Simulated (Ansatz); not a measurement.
Basis-set extrapolation for C2H7B, SMILES `CBC` (PBE0-D4/def2-TZVP geometry, frozen core, Ansatz). Multiplicity 1, RHF reference.

|  | def2-TZVPP | def2-QZVPP |
| --- | --- | --- |
| HF | -104.534513 | -104.539764 |
| MP2 correlation | -0.462842 | -0.491642 |
| CCSD(T) correlation | -0.522453 | not run |

Energies in hartree. Use E(X) = E(∞) + A·exp(−7.88·√X) for Hartree–Fock and E(X) = E(∞) + B·X^(−2.97) for correlation, with X = 3 and 4, and add CCSD(T) minus MP2 of the smaller set to the MP2 limit.

Problem. What is the CCSD(T) energy at the basis-set limit?

Solution. HF limit: -104.539764 + (-0.005251) × 0.13774 = -104.54049. MP2 limit: -0.491642 + (-0.028800) × 0.74074 = -0.51298. Higher-order term: -0.522453 − (-0.462842) = -0.05961. Total: -105.11308 hartree, 147.3 kJ/mol below CCSD(T)/def2-TZVPP.
